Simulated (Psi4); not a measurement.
Process, species as SMILES: OO (H2O2) + H+ → O[OH2+]
B3LYP-D3(BJ)/def2-TZVP geometries, fixed; electronic energies without zero-point terms; positive where energy is released.

Basis-set convergence of the proton affinity at B3LYP with Psi4. Cartesian d functions, on some or all atoms, in 6-31G*, 6-31+G*; all else is spherical. Density fitting with the program's default auxiliary sets. Psi4's default fitting sets serve the pcseg sets less well. No added dispersion term, no relativity. Functions are those of the species that has most. Reference: the value in aug-cc-pVQZ, 165.92 kcal/mol, itself unsure by roughly 0.49 kcal/mol (its mean distance from def2-QZVPPD, def2-QZVPP, cc-pVQZ). Deviations are taken from unrounded values.

```tsv
basis	functions	proton affinity (kcal/mol)
6-31G*	36	168.54
6-31+G*	44	162.29
cc-pVDZ	43	170.88
aug-cc-pVDZ	73	164.52
def2-SVP	43	170.66
def2-SVPD	70	164.03
pcseg-1	43	163.96
aug-pcseg-1	73	162.67
6-311G**	54	169.38
6-311+G**	62	164.60
def2-TZVP	80	166.12
def2-TZVPD	107	165.09
cc-pVTZ	102	168.21
aug-cc-pVTZ	161	165.70
pcseg-2	102	165.91
aug-pcseg-2	161	165.76
def2-TZVPP	104	166.81
def2-TZVPPD	131	165.80
cc-pVQZ	200	167.01
aug-cc-pVQZ	298	165.92
def2-QZVPP	204	166.28
def2-QZVPPD	231	165.93
```

What the diffuse functions change, pair by pair:
- 6-31G* to 6-31+G*: 8 more functions, deviation 2.62 to -3.63 kcal/mol
- cc-pVDZ to aug-cc-pVDZ: 30 more functions, deviation 4.96 to -1.40 kcal/mol
- def2-SVP to def2-SVPD: 27 more functions, deviation 4.74 to -1.89 kcal/mol
- pcseg-1 to aug-pcseg-1: 30 more functions, deviation -1.96 to -3.25 kcal/mol
- 6-311G** to 6-311+G**: 8 more functions, deviation 3.45 to -1.32 kcal/mol
- def2-TZVP to def2-TZVPD: 27 more functions, deviation 0.20 to -0.83 kcal/mol
- cc-pVTZ to aug-cc-pVTZ: 59 more functions, deviation 2.29 to -0.22 kcal/mol
- pcseg-2 to aug-pcseg-2: 59 more functions, deviation -0.01 to -0.16 kcal/mol
- def2-TZVPP to def2-TZVPPD: 27 more functions, deviation 0.88 to -0.12 kcal/mol
- cc-pVQZ to aug-cc-pVQZ: 98 more functions, deviation 1.09 to 0.00 kcal/mol
- def2-QZVPP to def2-QZVPPD: 27 more functions, deviation 0.36 to 0.01 kcal/mol

Leaving out the reference's own pair, they bring the value nearer the reference by more than 0.49 kcal/mol in 5 of 10 pairs.
